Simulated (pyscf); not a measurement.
Optimised with ωB97X-D3(BJ)/def2-SVP in PySCF.

**Question.** Estimate by transition-state theory the rate constant of H₂N–SiH(NH₂)–NH₂ + HF → H₂N–Si(NH₂)(NH₂)–F + H₂ (singlet surface; H–Si, F–H broken, F–Si, H–H formed) at 1200 K, with ωB97M-D3(BJ)/def2-TZVP energies (ideal gas, 1 atm, RRHO with modes under 100 cm⁻¹ raised to 100, one conformer, R ln 2 for rigid chiral ones; no tunnelling).

**Answer.** The electronic barrier is 18.5 kcal/mol and the thermal terms add +44.4, so ΔG‡ = 62.8 kcal/mol. With k_BT/h = 2.50e+13 s⁻¹ and RT = 2.385 kcal/mol, and a volume of 1.64e-19 cm³ per molecule at 1 atm, k = 1.5e-17 cm³ molecule⁻¹ s⁻¹. Wigner's tunnelling factor for 917i cm⁻¹ would be 1.05. A shift of 1 kcal/mol in the barrier changes k by a factor 1.5. On the reactant side the descent ends in a complex, 4.8 kcal/mol under the separated species and 23.8 kcal/mol under the saddle at ωB97X-D3(BJ)/def2-TZVP. One saddle was located; it need not be the lowest between these sides.
